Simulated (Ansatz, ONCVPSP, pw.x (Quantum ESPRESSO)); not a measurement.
pw.x on bcc Cr: one setting changed

Potential: optimised norm-conserving Vanderbilt (ONCV), ONCVPSP 4.0.1.1 (patched build), PBE; core [Ar], reference 3d5 4s1; waves: 4s: rc 2.90 bohr, ncon 3, nbas 6, qcut 2.6 1/bohr, 2 projectors, debl 3.8 Ha; p scattering state at 0.22 Ha: rc 3.12 bohr, ncon 4, nbas 8, qcut 2.6 1/bohr, 2 projectors, debl 0.4 Ha; 3d: rc 1.80 bohr, ncon 4, nbas 9, qcut 10.2 1/bohr, 2 projectors, debl 3.8 Ha; f scattering state at 0.43 Ha: rc 3.12 bohr, ncon 3, nbas 6, qcut 4.3 1/bohr, 1 projector; local part: polynomial inside 1.32 bohr (lpopt 5, dvloc0 2 Ha); core correction: Teter function, fcfact 2.25, rcfact 1.4. In the p channel the program set the typed energies aside and used 0.050, 0.450 Ha.

The reference run (k-mesh 16³, cutoffs 95/380 Ry, Fermi–Dirac 0.01 Ry, mixing_beta 0.4, conv_thr 1e-9, no spin) gives -1.83 GPa at 11.577 Å³/atom, where all-electron LAPW gives -0.44 GPa. This run, with its own iteration cap, changes k-mesh points per axis to 8.

```
&control
  calculation='scf', prefix='x', pseudo_dir='./', outdir='./tmp', tstress=.true., disk_io='none'
/
&system
  ibrav=0, nat=1, ntyp=1, ecutwfc=95, ecutrho=380, nbnd=10,
  occupations='smearing', smearing='fd', degauss=0.01
/
&electrons
  conv_thr=1e-09, mixing_beta=0.4, electron_maxstep=70
/
ATOMIC_SPECIES
Cr 1.0 Cr.UPF
CELL_PARAMETERS angstrom
  -1.42510002 1.42510002 1.42510002
  1.42510002 -1.42510002 1.42510002
  1.42510002 1.42510002 -1.42510002
ATOMIC_POSITIONS crystal
Cr 0.0000 0.0000 0.0000
K_POINTS automatic
8 8 8 0 0 0
```

```bash
pw.x < Cr.scf.in > Cr.scf.out
```

Q: How does the run end?

A: It converges in 10 iterations; the free energy moves by +9.6 meV/atom and the pressure by +0.53 GPa.

```
Message from routine setup:
     using ibrav=0 with symmetry is DISCOURAGED, use correct ibrav instead
     lattice parameter (alat)  =       4.6645  a.u.
     unit-cell volume          =      78.1255 (a.u.)^3
     number of electrons       =         6.00
     number of Kohn-Sham states=           10
     kinetic-energy cutoff     =      95.0000  Ry
     charge density cutoff     =     380.0000  Ry
     scf convergence threshold =      1.0E-09
     Exchange-correlation= PBE
     number of k points=    29  Fermi-Dirac smearing, width (Ry)=  0.0100
     iteration #  1     ecut=    95.00 Ry     beta= 0.40
     total energy              =     -20.86716232 Ry
     estimated scf accuracy    <       0.43130165 Ry
     iteration #  2     ecut=    95.00 Ry     beta= 0.40
     total energy              =     -20.93183618 Ry
     estimated scf accuracy    <       0.00447146 Ry
     iteration #  3     ecut=    95.00 Ry     beta= 0.40
     total energy              =     -20.93424021 Ry
     estimated scf accuracy    <       0.00122566 Ry
     iteration #  4     ecut=    95.00 Ry     beta= 0.40
     total energy              =     -20.93477279 Ry
     estimated scf accuracy    <       0.00072712 Ry
     iteration #  5     ecut=    95.00 Ry     beta= 0.40
     total energy              =     -20.93490899 Ry
     estimated scf accuracy    <       0.00000349 Ry
     iteration #  6     ecut=    95.00 Ry     beta= 0.40
     total energy              =     -20.93490364 Ry
     estimated scf accuracy    <       0.00004456 Ry
     iteration #  7     ecut=    95.00 Ry     beta= 0.40
     total energy              =     -20.93491446 Ry
     estimated scf accuracy    <       0.00000064 Ry
     iteration #  8     ecut=    95.00 Ry     beta= 0.40
     total energy              =     -20.93491454 Ry
     estimated scf accuracy    <       0.00000003 Ry
     iteration #  9     ecut=    95.00 Ry     beta= 0.40
     total energy              =     -20.93491454 Ry
     estimated scf accuracy    <       0.00000001 Ry
     iteration # 10     ecut=    95.00 Ry     beta= 0.40
     the Fermi energy is    13.2437 ev
!    total energy              =     -20.93491454 Ry
     estimated scf accuracy    <          1.3E-10 Ry
     smearing contrib. (-TS)   =      -0.00331701 Ry
     The total energy is F=E-TS. E is the sum of the following terms:
     one-electron contribution =       8.49491010 Ry
     hartree contribution      =       1.70267566 Ry
     xc contribution           =      -6.80500335 Ry
     ewald contribution        =     -24.32417994 Ry
     convergence has been achieved in  10 iterations
          total   stress  (Ry/bohr**3)                   (kbar)     P=      -13.00
     Message from routine punch:
     Nothing written, as per user request (disk_io='none')
```

The run took about 9.5 s on one core of a shared host (Neoverse-N1, 64 threads, 124 GiB, load 60).
